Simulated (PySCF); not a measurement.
**Stretching CCl⁻**

Set-up: PySCF, no relativity, basis sets C aug-pcseg-1, Cl aug-pcseg-1. Energies in eV from C + Cl⁻ in their ground configurations at the same level. All curves are PBE0. state 1: ³Σ⁻ (triplet), unpaired electrons π ↑↑; state 2: Ms = 0 determinant of mixed spin (⟨S²⟩ near 1.0), unpaired electrons π ↑↓, a mixture of terms (⟨Lz²⟩ = 2.0), a second solution, started from another occupation; state 3: singlet, one real π or δ orbital doubly filled, a mixture of terms (⟨Lz²⟩ = 2.0), a second solution, started from another occupation.

```tsv
R (Å)	state 1	state 2	state 3
1.623	-1.470	-1.128	-0.1591
1.698	-1.733	-1.380	-0.3596
1.774	-1.870	-1.509	-0.4412
1.830	-1.917	-1.549	-0.4495
1.887	-1.928	-1.555	-0.4259
1.944	-1.913	-1.536	-0.3792
2.019	-1.865	-1.482	-0.2922
2.113	-1.775	-1.386	-0.1591
2.227	-1.642	-1.247	0.0182
2.378	-1.451	-1.048	0.2596
```

Question: Put a parabola through the three lowest points of the state 1 curve and estimate Re, k and ωe (reduced mass 8.934 u; 1 eV/Å² = 0.16022 mdyn/Å; ωe = 1302.8·√(k/μ) cm⁻¹).

Answer: Through R = 1.83, 1.887, 1.944 Å the second-order coefficient is 4.00 eV/Å², so Re ≈ 1.883 Å, k ≈ 1.28 mdyn/Å and ωe ≈ 494 cm⁻¹. A polynomial fit of higher order to the unrounded PBE0 energies gives Re = 1.881 Å, k = 1.33 mdyn/Å, ωe = 503 cm⁻¹; anharmonicity and rounding make the difference.

The higher-order fit for each curve: state 1: Re = 1.881 Å, ωe = 503 cm⁻¹, De = 1.93 eV; state 2: Re = 1.870 Å, ωe = 511 cm⁻¹, minimum 1.56 eV below the ground-state fragments; state 3: Re = 1.814 Å, ωe = 573 cm⁻¹, minimum 0.451 eV below the ground-state fragments.

For an ion De counts to the pair picked by the measured ionisation energies or electron affinities, which need not be the lowest pair at this level. The highest Kohn–Sham level is positive in this anion. Much of that is self-interaction error, but it also means that the finite basis helps to hold the extra electron. The state was picked by a PBE0 search and need not be the measured ground state.
